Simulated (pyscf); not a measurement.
Single points on ωB97X-D3(BJ)/def2-SVP structures (PySCF, gas phase).

Cl–BH–Cl + hydrogen chloride (HCl) → boron trichloride (Cl–B(Cl)–Cl) + hydrogen (H₂)
Surface: singlet. Broken: B–H, Cl–H. Formed: B–Cl, H–H. Give ΔE‡ and ΔE from M06-2X/def2-TZVP, relative to the separated reactants.

ΔE‡ = 24.4 kcal/mol, ΔE = -14.1 kcal/mol. ωB97M-D3(BJ)/def2-TZVP gives 24.8 kcal/mol and -12.8 kcal/mol. Zero-point energy shifts the barrier by +0.7 kcal/mol. It is a four-centre exchange, with an imaginary mode of 982i cm⁻¹. One saddle was located; it need not be the lowest between these sides.
